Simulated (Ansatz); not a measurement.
Geometry optimisation, Ansatz 0.2.0, RKS revPBE-D4/def2-TZVP.

Input:

```yaml
crystal:
  periodic: [false, false, false]
  atoms:
    - { symbol: B, position_ang: [0.372673, -0.012086, 0.051814] }
    - { symbol: O, position_ang: [0.562801, -0.123161, 1.414672] }
    - { symbol: H, position_ang: [-0.284891, -0.210087, 1.888215] }
    - { symbol: H, position_ang: [1.328782, 0.1023, -0.64971] }
    - { symbol: Cl, position_ang: [-1.262166, -0.038366, -0.64339] }
basis:
  gaussian: { orbitals: def2-TZVP }
hamiltonian:
  xc: revpbe
  dispersion: d4
relax:
  f_tol: 0.03
  max_steps: 50
```

Command:

```bash
$ ansatz run input.yaml --threads 2 --pin off --max-ram 3072MiB --backend cpu --events-out ev --progress --plain --runs-dir out
```

Task: Where does it end, and by what steps?

Result: The run converged. After 3 steps the energy has fallen by 0.011 eV; B1 moved furthest, 0.01 Å.

```csv
step,energy less start (eV),largest force component (eV/Å),accepted
0,0.0000,0.935,yes
1,-0.0083,0.458,yes
2,-0.0111,0.074,yes
3,-0.0114,0.017,yes
```

```xyz
5
Properties=species:S:1:pos:R:3
B 0.374 -0.013 0.065
O 0.557 -0.122 1.405
H -0.280 -0.211 1.896
H 1.323 0.102 -0.653
Cl -1.257 -0.037 -0.651
```

Whether the end is a true minimum wasn't checked by a vibrational analysis.

Run time: 6 s on 2 threads of Intel(R) Xeon(R) Platinum 8259CL CPU @ 2.50GHz (Skylake/Cascade Lake), with other jobs on the host, peak memory 0.17 GiB.
